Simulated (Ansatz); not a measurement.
Geometry optimisation, UKS revPBE-D4/6-31G* in Ansatz 0.2.0.

Input file:

```yaml
crystal:
  periodic: [false, false, false]
  atoms:
    - { symbol: B, position_ang: [0.222916, -0.136233, -0.377859] }
    - { symbol: H, position_ang: [0.043522, 0.354085, 1.950845] }
    - { symbol: H, position_ang: [1.13213, -0.492718, -1.094701] }
    - { symbol: C, position_ang: [-1.282341, 0.027166, -0.697366] }
    - { symbol: H, position_ang: [-1.674534, -1.007929, -0.827023] }
    - { symbol: H, position_ang: [-1.876702, 0.503744, 0.09982] }
    - { symbol: H, position_ang: [-1.464381, 0.524772, -1.671173] }
    - { symbol: O, position_ang: [-0.617419, 0.187816, 2.677756] }
    - { symbol: H, position_ang: [-0.472191, -0.761804, 2.866099] }
magnetization:
  spin_polarized: true
  initial_magnetization: 1
basis:
  gaussian: { orbitals: "6-31G*" }
hamiltonian:
  xc: revpbe
  dispersion: d4
relax:
  f_tol: 0.03
  max_steps: 50
output:
  orbitals: {}
```

Launched with:

```bash
$ ansatz run input.yaml --threads 1 --pin off --max-ram 2048MiB --backend cpu --events-out ev --progress --plain --runs-dir out
```

Problem. Where does it end, and by what steps?

Solution. The run converged. After 8 steps the energy has fallen by 0.014 eV; H2 moved furthest, 0.17 Å.

```tsv
step	energy less start (eV)	largest force component (eV/Å)	accepted
0	0.0000	0.302	yes
1	-0.0072	0.416	yes
2	0.0177	0.926	no
3	-0.0051	0.503	no
4	-0.0117	0.211	yes
5	-0.0106	0.196	no
6	-0.0135	0.044	yes
7	-0.0106	0.255	no
8	-0.0139	0.016	yes
```

```xyz
9
Properties=species:S:1:pos:R:3
B 0.210 -0.150 -0.326
H 0.047 0.243 1.823
H 1.138 -0.454 -1.034
C -1.290 0.015 -0.676
H -1.674 -1.012 -0.872
H -1.904 0.446 0.132
H -1.446 0.574 -1.621
O -0.552 0.238 2.615
H -0.517 -0.701 2.887
```

Whether the end is a true minimum wasn't checked by a vibrational analysis.

Time of the run: 22 s on 1 thread of Arm Neoverse V2, with other jobs on the host, peak memory 0.14 GiB.
